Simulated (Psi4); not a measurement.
**revPBE/def2-TZVP run of CH2BN (SMILES BC#N)**

What is the vertical ionisation energy of CH2BN at revPBE/def2-TZVP? 

The calculation is run with Psi4 1.11.

1 further run of the same task is left out (set aside as unsound or not needed).

### Step 1. The molecule

CH2BN: 5 atoms, total charge 0, spin state singlet. As SMILES, `BC#N`. Geometry: relaxed at PBE0-D4/def2-TZVP.

Bond lengths: B1–C2 1.522 Å, C2–N3 1.154 Å, B1–H4 1.189 Å, B1–H5 1.189 Å. Angles: B1–C2–N3 180.0°, C2–B1–H4 118.9°, C2–B1–H5 118.9°, H4–B1–H5 122.2°.

### Step 2. Energy and forces at revPBE/def2-TZVP

The input, input.in:

```
memory 1.6 GB

molecule system {
  B     -0.219200     0.441300    -0.341900
  C      0.352700    -0.696700     0.490700
  N      0.786500    -1.559600     1.122200
  H     -0.744300     0.187400    -1.377600
  H     -0.125900     1.554000     0.065300
  units angstrom
  symmetry c1
}

set globals {
  basis                def2-TZVP
  puream               true
  e_convergence        1e-09
  d_convergence        1e-08
  scf_type             pk
  dft_radial_points    99
  dft_spherical_points 590
}

E, wfn = gradient("revpbe", return_wfn=True)
print_variables()
```

The run is started by

```
$ psi4 input.in input.out -n 1
```

input.out:

```text
[...]
  Running in c1 symmetry.
[...]
  Nuclear repulsion =   46.207232349375985
[...]
  Multiplicity = 1
[...]
  Nalpha       = 10
  Nbeta        = 10
[...]
    Number of basis functions: 105
[...]
   @RKS iter   1:  -118.68724820269799   -5.38211e-01   5.78164e-03 DIIS/ADIIS
[...]
   @RKS iter  10:  -118.88085969676956   -1.36737e-10   7.88907e-09 DIIS
[...]
    Orbital Energies [Eh]
    ---------------------
    Doubly Occupied:
       1A    -14.019881     2A     -9.930403     3A     -6.575045
       4A     -0.847418     5A     -0.560547     6A     -0.404526
       7A     -0.372205     8A     -0.340725     9A     -0.328589
      10A     -0.306596
[...]
  @RKS Final Energy:  -118.88085969676956
   => Energetics <=
    Nuclear Repulsion Energy =             46.2072323493759853
    One-Electron Energy =                -250.4831145537163763
    Two-Electron Energy =                 102.4198894876709431
    DFT Exchange-Correlation Energy =     -17.0248669801000965
    Empirical Dispersion Energy =           0.0000000000000000
    VV10 Nonlocal Energy =                  0.0000000000000000
    Total Energy =                       -118.8808596967695621
[...]
 Multipole Moments:
 ------------------------------------------------------------------------------------
     Multipole            Electronic (a.u.)      Nuclear  (a.u.)        Total (a.u.)
 ------------------------------------------------------------------------------------
 L = 1.  Multiply by 2.5417464519 to convert [e a0] to [Debye]
 Dipole X            :          0.5145997           -0.8903588           -0.3757591
 Dipole Y            :         -1.0235362            1.7712034            0.7476673
 Dipole Z            :          0.7490362           -1.2960883           -0.5470521
 Magnitude           :                                                    0.9997336
[...]
  -Total Gradient:
     Atom            X                  Y                   Z
    ------   -----------------  -----------------  -----------------
       1       -0.000104834403     0.000290596370    -0.000152393919
       2        0.012881654777    -0.025649192796     0.018755334789
       3       -0.014435829144     0.028724360660    -0.021015385861
       4        0.001786480620     0.000445012782     0.003441849227
       5       -0.000127323452    -0.003811070094    -0.001029188201
[...]
```

It took 25 s on 1 thread of Intel Xeon Platinum 8275CL at 3.00GHz (Skylake/Cascade Lake), shared host; peak memory 0.64 GiB.

### Step 3. The doublet cation

The input, ch2bn.py:

```python
import psi4

psi4.set_memory('1600 MB')
psi4.set_num_threads(1)
psi4.core.set_output_file('ch2bn.out', False)

molecule = psi4.geometry("""
1 2
B     -0.219200     0.441300    -0.341900
C      0.352700    -0.696700     0.490700
N      0.786500    -1.559600     1.122200
H     -0.744300     0.187400    -1.377600
H     -0.125900     1.554000     0.065300
symmetry c1
""")

psi4.set_options({
    'basis': 'def2-TZVP',
    'reference': 'uks',
    'puream': True,
    'e_convergence': 1e-09,
    'd_convergence': 1e-08,
    'scf_type': 'pk',
    'dft_radial_points': 99,
    'dft_spherical_points': 590,
    'maxiter': 200,
})

result, w = psi4.gradient("REVPBE", return_wfn=True)
print('gradient / Eh bohr^-1')
print(result.np.round(6))
print(f'energy = {w.energy():.10f} Eh')
```

The run is started by

```
$ python ch2bn.py
```

ch2bn.out:

```text
[...]
  Running in c1 symmetry.
[...]
  Nuclear repulsion =   46.207232349375985
[...]
  Multiplicity = 2
[...]
  Nalpha       = 10
  Nbeta        = 9
[...]
    Number of basis functions: 105
[...]
   @UKS iter   1:  -118.33834810635993   -1.89311e-01   4.34405e-03 ADIIS/DIIS
[...]
   @UKS iter  15:  -118.43893533575414   -1.74794e-12   3.21966e-09 DIIS
[...]
   @S^2 Observed:                7.545437776E-01
[...]
    Orbital Energies [Eh]
    ---------------------
    Alpha Occupied:
       1A    -14.351163     2A    -10.250453     3A     -6.874523
       4A     -1.178120     5A     -0.851741     6A     -0.693180
       7A     -0.677225     8A     -0.635823     9A     -0.621602
      10A     -0.619988
    Alpha Virtual:
      11A     -0.425321    12A     -0.326767    13A     -0.244537
      14A     -0.175980    15A     -0.135417    16A     -0.125373
      17A     -0.118119    18A     -0.095406    19A     -0.077133
      20A     -0.050140    21A      0.027343    22A      0.028474
      23A      0.059238    24A      0.074297    25A      0.111262
[...]
  @UKS Final Energy:  -118.43893533575414
   => Energetics <=
    Nuclear Repulsion Energy =             46.2072323493759853
    One-Electron Energy =                -244.4288920681007085
    Two-Electron Energy =                  96.4759515543649684
    DFT Exchange-Correlation Energy =     -16.6932271713943940
    Empirical Dispersion Energy =           0.0000000000000000
    VV10 Nonlocal Energy =                  0.0000000000000000
    Total Energy =                       -118.4389353357541381
[...]
 Multipole Moments:
 ------------------------------------------------------------------------------------
     Multipole            Electronic (a.u.)      Nuclear  (a.u.)        Total (a.u.)
 ------------------------------------------------------------------------------------
 L = 1.  Multiply by 2.5417464519 to convert [e a0] to [Debye]
 Dipole X            :          0.2279139           -0.8903588           -0.6624449
 Dipole Y            :         -0.4535070            1.7712034            1.3176965
 Dipole Z            :          0.3316251           -1.2960883           -0.9644632
 Magnitude           :                                                    1.7621993
[...]
  -Total Gradient:
     Atom            X                  Y                   Z
    ------   -----------------  -----------------  -----------------
       1       -0.016909559059     0.033682380236    -0.024618804351
       2        0.044737067095    -0.088993406440     0.065133924774
       3       -0.040642949574     0.080846679058    -0.059167966882
       4        0.010489095935    -0.003731367987     0.018852973302
       5        0.002326454535    -0.021804498649    -0.000199967816
[...]
```

Standard output:

```text
gradient / Eh bohr^-1
[[-0.01691   0.033682 -0.024619]
 [ 0.044737 -0.088993  0.065134]
 [-0.040643  0.080847 -0.059168]
 [ 0.010489 -0.003731  0.018853]
 [ 0.002326 -0.021804 -0.0002  ]]
energy = -118.4389353358 Eh
```

Run time: 40 s. Hardware: 1 thread of Intel Xeon Platinum 8275CL at 3.00GHz (Skylake/Cascade Lake), shared host; peak memory 0.64 GiB.

### Step 4. Results

At revPBE/def2-TZVP:

| quantity | value |
| --- | --- |
| singlet CH2BN: total energy | -118.88086 Eh |
| singlet CH2BN: dipole moment | 2.54 D |
| singlet CH2BN: HOMO energy | -8.34 eV |
| singlet CH2BN: LUMO energy | -4.24 eV |
| singlet CH2BN: HOMO–LUMO gap | 4.10 eV |
| singlet CH2BN: largest force on an atom | 1.975 eV/Å |
| doublet cation: total energy | -118.43894 Eh |
| doublet cation: HOMO energy (highest over α and β) | -16.54 eV |
| doublet cation: LUMO energy (lowest over α and β) | -15.72 eV |
| doublet cation: ⟨S²⟩ | 0.755 |
| doublet cation: largest force on an atom | 6.120 eV/Å |
| vertical ionisation energy (to the doublet cation) | 12.025 eV |

**Reading.** The vertical ionisation energy comes to 12.03 eV (277 kcal/mol). The largest force (singlet CH2BN) is 1.97 eV/Å: the shape isn't a stationary point for this species at this level. The negative HOMO energy of the first species, 8.34 eV, lies 3.68 eV below that difference.
